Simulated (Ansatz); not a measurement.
# BH7NP: the cost of one run

All numbers below are computed with Ansatz 0.2.0 (RKS PBE0/6-31G*).

### 1 The structure to begin with

Bond lengths: N2–H3 1.060 Å, N2–H4 1.060 Å, B1–H5 1.190 Å, B1–H6 1.190 Å, B1–P7 2.210 Å, P7–H8 1.420 Å, P7–H9 1.420 Å, N2–H10 1.149 Å, P7–H10 1.433 Å. Angles: H3–N2–H4 120.0°, H3–N2–H10 101.7°, H4–N2–H10 85.2°, H5–B1–H6 120.0°, H5–B1–P7 105.4°, H6–B1–P7 92.8°, B1–P7–H8 109.5°, B1–P7–H9 109.5°, B1–P7–H10 66.5°, H8–P7–H9 109.4°, H8–P7–H10 116.1°, H9–P7–H10 43.9°, N2–H10–P7 138.7°.

Coordinates:

```xyz
10

B     0.0000    0.0000    0.0000
N     0.0000    0.0000    1.9000
H    -0.8770   -0.2713    2.4300
H     0.8770    0.2713    2.4300
H     1.0305    0.0000   -0.5950
H    -1.0305    0.0000   -0.5950
P    -0.2764    2.0790    0.6969
H    -1.5961    2.5082    0.3960
H    -0.0678    2.1402    2.1001
H    -0.1504    1.1309    1.7636
```

### 2 Pulling towards end A

Springs on the bonds that form and break draw the guess towards this end; the thresholds are loose.

input.yaml reads:

```yaml
crystal:
  periodic: [false, false, false]
  atoms:
    - { symbol: B, position_ang: [0.0, 0.0, 0.0] }
    - { symbol: "N", position_ang: [0.0, 0.0, 1.9] }
    - { symbol: H, position_ang: [-0.877, -0.2713, 2.43] }
    - { symbol: H, position_ang: [0.877, 0.2713, 2.43] }
    - { symbol: H, position_ang: [1.0305, 0.0, -0.595] }
    - { symbol: H, position_ang: [-1.0305, 0.0, -0.595] }
    - { symbol: P, position_ang: [-0.2764, 2.079, 0.6969] }
    - { symbol: H, position_ang: [-1.5961, 2.5082, 0.396] }
    - { symbol: H, position_ang: [-0.0678, 2.1402, 2.1001] }
    - { symbol: H, position_ang: [-0.1504, 1.1309, 1.7636] }
basis:
  gaussian: { orbitals: "6-31G*" }
hamiltonian:
  xc: pbe0
relax:
  f_tol: 0.15
  max_steps: 25
  restrain:
    - { distance: [0, 6], at: 3.11, k: 30.0 }
    - { distance: [9, 1], at: 2.26, k: 30.0 }
    - { distance: [0, 1], at: 1.55, k: 30.0 }
    - { distance: [9, 6], at: 1.42, k: 30.0 }
```

Run with:

```bash
$ ansatz run input.yaml --threads 1 --pin off --max-ram 2048MiB --backend cpu --events-out ev --progress --plain --runs-dir out
```

What time and memory should one allow on 1 thread of Intel Xeon 6975P-C (Granite Rapids), shared host?

About 20 s, with a peak of 0.15 GiB.
